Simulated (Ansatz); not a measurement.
**NH$_{3}$⁺, doublet: the ladder up to full CI**

Geometry: a point of a breathe scan, not a stationary point.

```yaml
atoms:
  - { symbol: N, position_ang: [0.0000, 0.0000, 0.0000] }
  - { symbol: H, position_ang: [1.7654, 0.0237, -0.0001] }
  - { symbol: H, position_ang: [-0.9032, 1.5170, -0.0048] }
  - { symbol: H, position_ang: [-0.8622, -1.5407, 0.0049] }
```

Basis 6-31G; Ansatz 0.2.0. Correlated methods freeze the noble-gas cores, which leaves 7 electrons in 14 orbitals. Prefix R: restricted or restricted open-shell reference; prefix U: unrestricted. Active spaces: pair = (3e, 3o) about the gap; valence = (7e, 7o) chosen from the atoms' valence shells.

Full CI is exact within this basis and frozen core; it isn't the basis-set limit. The frozen core follows each run's orbitals, which can shift R against U totals by a few meV.

Unrestricted rows (U) aren't spin-pure: their determinants' ⟨S²⟩ exceeds S(S+1) by up to 1.06, so they mix in states of higher spin. For open shells CISD and CISDTQ are restricted-active-space CI with the open shells as a complete middle space.

```
UHF ⟨S²⟩                          : 1.810
T1 diagnostic (RCCSD)             : 0.0519
largest doubles amplitude (RCCSD) : 0.159
T1 diagnostic (UCCSD)             : 0.1169
```

| level | E − E(full CI) (mEh) | share of correlation (%) | wall time |
| --- | --- | --- | --- |
| RHF | 189.30 | 0.00 | – |
| UHF | 140.68 | 25.68 | – |
| RMP2 | 43.91 | 76.80 | – |
| UMP2 | 69.73 | 63.17 | – |
| CISD | 25.24 | 86.67 | 0.24 s |
| RCCSD | 8.55 | 95.49 | – |
| UCCSD* | 9.92 | 94.76 | – |
| RCCSD(T) | 1.30 | 99.32 | 0.78 s |
| UCCSD(T)* | 4.57 | 97.59 | 1.1 s |
| BCCD(T) | 1.93 | 98.98 | 0.76 s |
| RCCSDT | 0.56 | 99.70 | – |
| UCCSDT | 1.08 | 99.43 | – |
| CISDTQ | 1.13 | 99.40 | 0.87 s |
| RCCSDT(Q) | -0.26 | 100.14 | 2.7 s |
| UCCSDT(Q) | -0.01 | 100.01 | 3 s |
| RCCSDTQ | 0.10 | 99.95 | 12 s |
| UCCSDTQ | 0.12 | 99.94 | 13 s |
| CASSCF (pair space) | 139.55 | 26.28 | – |
| NEVPT2 (pair space) | 36.42 | 80.76 | 0.15 s |
| MRCISD (pair space) | 15.26 | 91.94 | – |
| MRCISD+Q (pair space) | -1.47 | 100.78 | 0.36 s |
| CASSCF (valence space) | 34.35 | 81.86 | – |
| NEVPT2 (valence space) | 7.40 | 96.09 | 0.51 s |
| MRCISD (valence space) | 1.00 | 99.47 | – |
| MRCISD+Q (valence space) | 0.47 | 99.75 | 0.9 s |

An asterisk marks runs whose energy the program itself flagged as in doubt.

The correlation energy at full CI, counted from RHF, is -5.151 eV. That run took 0.99 s on 1 thread of Intel Xeon Platinum 8488C, shared host over 88,132 determinants.

Times hold each run's SCF and search for its determinant on a shared host, so for small cases they say little of a method's own cost; they ran on 1 thread of Intel Xeon Platinum 8488C.

More than 5 meV below full CI, which no variational method can be: RCCSDT(Q), MRCISD+Q (pair space).

The full-CI state has the irrep B1 of C2v, in the program's axes (one component, if the state is degenerate).

Natural occupations of full CI about the gap: 1.950 1.825 1.825 0.993 0.134 0.134 0.119 0.008 0.005 0.003; effectively unpaired electrons, Σ n²(2−n)², 1.39.
